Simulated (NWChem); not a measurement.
# C2H3O+ (SMILES CC#[O+]) at B97/2ZaPa-NR

What is the vertical ionisation energy of C2H3O+ at B97/2ZaPa-NR? 

Program for the calculation: NWChem 7.3.0.

## 1. The structure to begin with

C2H3O+: 6 atoms, total charge +1, spin state singlet. As SMILES, `CC#[O+]`. Geometry: relaxed at PBE0-D4/def2-TZVP.

Bond lengths: C1–C2 1.418 Å, C2–O3 1.111 Å, C1–H4 1.098 Å, C1–H5 1.098 Å, C1–H6 1.098 Å. Angles: C1–C2–O3 180.0°, C2–C1–H4 108.3°, C2–C1–H5 108.3°, C2–C1–H6 108.3°, H4–C1–H5 110.6°, H4–C1–H6 110.6°, H5–C1–H6 110.6°.

## 2. Energy and gradient at B97/2ZaPa-NR

a.nw

```
start a
memory stack 880 mb heap 220 mb global 1100 mb
charge 1
geometry units angstroms noautosym nocenter noautoz
  C    -0.321600    0.308400   -0.192600
  C     0.617700   -0.592600    0.370000
  O     1.353900   -1.298000    0.810700
  H    -0.073700    0.447100   -1.253200
  H    -1.324100   -0.126000   -0.083500
  H    -0.252100    1.261200    0.348500
end
basis spherical bse
  * library 2ZaPa-NR
end
dft
  xc becke97
  grid fine
  mulliken
end
task dft gradient
```

Command:

```console
$ nwchem a.nw > a.out
```

The log of the run:

```text
[...]
          Wavefunction type:  closed shell.
          No. of atoms     :     6
          No. of electrons :    22
[...]
          Charge           :     1
          Spin multiplicity:     1
[...]
          AO basis - number of functions:    72
[...]
              XC Information
              --------------
                    Becke 1997 Method XC Potential
                     Hartree-Fock (Exact) Exchange  0.194
                    Becke 1997 Exchange Functional  1.000
                  Becke 1997 Correlation Potential  1.000
[...]
 d= 0,ls=0.0,diis     1   -152.7337893947 -2.17D+02  5.26D-02  1.64D+00     1.6
[...]
 d= 0,ls=0.0,diis     9   -152.8980017608 -3.28D-07  9.85D-07  2.36D-09    10.1
         Total DFT energy =     -152.898001760810
      One electron energy =     -327.887859558086
           Coulomb energy =      130.431252506647
    Exchange-Corr. energy =      -20.149534556452
 Nuclear repulsion energy =       64.708139847081
[...]
      Total Density - Mulliken Population Analysis
     ---------------------------------------------
    Atom       Charge   Shell Charges
 -----------   ------   -------------------------------------------------------
    1 C    6     6.33   2.00  1.52 -0.34  0.12  3.69 -0.64 -0.06  0.04
    2 C    6     5.43   2.00  1.56 -0.39 -0.25  2.92 -0.61  0.06  0.13
    3 O    8     7.96   2.00  1.90 -0.07  0.12  4.53 -0.45 -0.10  0.03
    4 H    1     0.76   1.20 -0.48  0.02  0.03
    5 H    1     0.76   1.20 -0.48  0.02  0.03
    6 H    1     0.76   1.20 -0.48  0.02  0.03
[...]
  wavefunction    = closed shell
                         DFT ENERGY GRADIENTS
    atom               coordinates                        gradient
                 x          y          z           x          y          z
   1 C      -0.607736   0.582791  -0.363961    0.003350  -0.003121   0.002001
   2 C       1.167284  -1.119852   0.699199    0.013786  -0.013278   0.008276
   3 O       2.558500  -2.452864   1.532001   -0.021141   0.020295  -0.012668
   4 H      -0.139273   0.844896  -2.368205   -0.001033  -0.000884   0.005402
   5 H      -2.502186  -0.238105  -0.157792    0.005183   0.001956  -0.000419
   6 H      -0.476400   2.383322   0.658570   -0.000145  -0.004969  -0.002593
[...]
```

Run time: 14 s. Hardware: 1 thread of AMD EPYC 7B13 (Zen 3), shared host; peak memory 0.12 GiB.

## 3. Doublet [C2H3O]2+

a.nw

```
start a
title "C2H3O gradient"
memory stack 880 mb heap 220 mb global 1100 mb
charge 2

geometry noautosym nocenter noautoz
  C     -0.321600     0.308400    -0.192600
  C      0.617700    -0.592600     0.370000
  O      1.353900    -1.298000     0.810700
  H     -0.073700     0.447100    -1.253200
  H     -1.324100    -0.126000    -0.083500
  H     -0.252100     1.261200     0.348500
end

basis spherical bse
  * library 2ZaPa-NR
end

dft
  xc becke97
  mult 2
  grid fine
  maxiter 150
  mulliken
  print medium
end

task dft gradient
```

Command:

```console
$ nwchem a.nw > a.out
```

The log of the run:

```text
[...]
          Wavefunction type:  spin polarized.
          No. of atoms     :     6
          No. of electrons :    21
[...]
          Charge           :     2
          Spin multiplicity:     2
[...]
          AO basis - number of functions:    72
[...]
              XC Information
              --------------
                    Becke 1997 Method XC Potential
                     Hartree-Fock (Exact) Exchange  0.194
                    Becke 1997 Exchange Functional  1.000
                  Becke 1997 Correlation Potential  1.000
[...]
 d= 0,ls=0.0,diis     1   -151.6569616513 -2.16D+02  4.30D-02  9.93D-01     1.8
[...]
 d= 0,ls=0.0,diis    20   -152.0890315324 -6.83D-08  7.25D-06  2.06D-08    27.8
[...]
         Total DFT energy =     -152.089031532376
      One electron energy =     -320.407253791390
           Coulomb energy =      123.360295943187
    Exchange-Corr. energy =      -19.750213531253
 Nuclear repulsion energy =       64.708139847081
[...]
      Total Density - Mulliken Population Analysis
     ---------------------------------------------
    Atom       Charge   Shell Charges
 -----------   ------   -------------------------------------------------------
    1 C    6     6.13   2.00  1.62 -0.36  0.10  3.49 -0.69 -0.07  0.03
    2 C    6     5.34   2.00  1.57 -0.43 -0.24  2.92 -0.67  0.08  0.11
    3 O    8     7.69   2.00  1.96 -0.10  0.10  4.36 -0.54 -0.12  0.03
    4 H    1     0.60   1.02 -0.47  0.02  0.03
    5 H    1     0.60   1.02 -0.47  0.02  0.03
    6 H    1     0.65   1.13 -0.52  0.02  0.03
[...]
      <S2> =      0.7652 (Exact =     0.7500)
[...]
  wavefunction    = open shell
                         DFT ENERGY GRADIENTS
    atom               coordinates                        gradient
                 x          y          z           x          y          z
   1 C      -0.607736   0.582791  -0.363961   -0.066120  -0.018818  -0.080121
   2 C       1.167284  -1.119852   0.699199    0.040495  -0.039823   0.023749
   3 O       2.558500  -2.452864   1.532001   -0.052495   0.050166  -0.031507
   4 H      -0.139273   0.844896  -2.368205    0.016368   0.001869   0.069221
   5 H      -2.502186  -0.238105  -0.157792    0.061862   0.022793   0.026616
   6 H      -0.476400   2.383322   0.658570   -0.000110  -0.016188  -0.007958
[...]
```

It took 32 s on 1 thread of AMD EPYC 7B13 (Zen 3), shared host; peak memory 0.12 GiB.

## 4. What came out

At B97/2ZaPa-NR:

| quantity | value |
| --- | --- |
| singlet C2H3O+: total energy | -152.89800 Eh |
| singlet C2H3O+: HOMO energy | -18.80 eV |
| singlet C2H3O+: LUMO energy | -8.49 eV |
| singlet C2H3O+: HOMO–LUMO gap | 10.31 eV |
| singlet C2H3O+: largest force on an atom | 1.642 eV/Å |
| doublet [C2H3O]2+: total energy | -152.08903 Eh |
| doublet [C2H3O]2+: HOMO energy (highest over α and β) | -27.14 eV |
| doublet [C2H3O]2+: LUMO energy (lowest over α and β) | -25.22 eV |
| doublet [C2H3O]2+: ⟨S²⟩ | 0.765 |
| doublet [C2H3O]2+: largest force on an atom | 5.429 eV/Å |
| vertical ionisation energy (to the doublet dication) | 22.013 eV |

In words: The vertical ionisation energy comes to 22.01 eV (2124 kJ/mol). The largest force (singlet C2H3O+) is 1.64 eV/Å: the shape isn't a stationary point for this species at this level. −ε(HOMO) before ionisation, 18.80 eV, is 3.22 eV below this ionisation energy. Mulliken charges (doublet [C2H3O]2+) run from -0.13 on C1 to +0.66 on C2.
